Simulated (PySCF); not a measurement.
**Shifts of the heteroatoms**

Geometry:
```tsv
atom	x (Å)	y (Å)	z (Å)
N1	1.381	-0.518	-1.551
C2	0.634	-0.253	-0.710
C3	-0.312	0.080	0.359
F4	-0.598	1.408	0.369
H5	0.130	-0.215	1.326
H6	-1.237	-0.501	0.207
```

No solvent, non-relativistic Hamiltonian, rapidly exchanging positions averaged, one computed conformer. KT3/pcSseg-2 with gauge-including orbitals; spin–spin couplings from B3LYP/pcJ-1; geometry from PBE0-D3(BJ)/def2-SVP; PySCF.

Q: Predict the ¹⁹F NMR data.

A: 
```tsv
atoms	environment	σ (ppm)	δ (ppm)
F4	fluorine on an sp3 carbon	413.3	-230.1
```

Shieldings were converted by a linear fit to measured shifts: ¹⁹F: δ = 151.54 − 0.923σ (rms 8.9 ppm, 17 shifts vs CFCl3, solution or neat liquid). Occasional misses reach two or three times the rms, and more in compound classes unlike the fitted ones. Couplings are scaled by factors fitted to measured values: ²J(H,H) × 0.91 (rms 0.6 Hz), ¹J(C,F) × 0.77 (rms 7.3 Hz), ²J(C,F) × 1.09 (rms 1.9 Hz, 5.0 with 1 outliers); all others are unscaled and can be 10–30 % off.

Couplings (the largest are listed; each averaged over equivalent pairs): ¹J(C3,F4) = -199.6 Hz, ²J(F4,H5) = 53.6 Hz, ²J(C2,F4) = 25.4 Hz.

On a 600 MHz spectrometer ¹⁹F resonates near 564.6 MHz, so 1 ppm is 564.6 Hz.
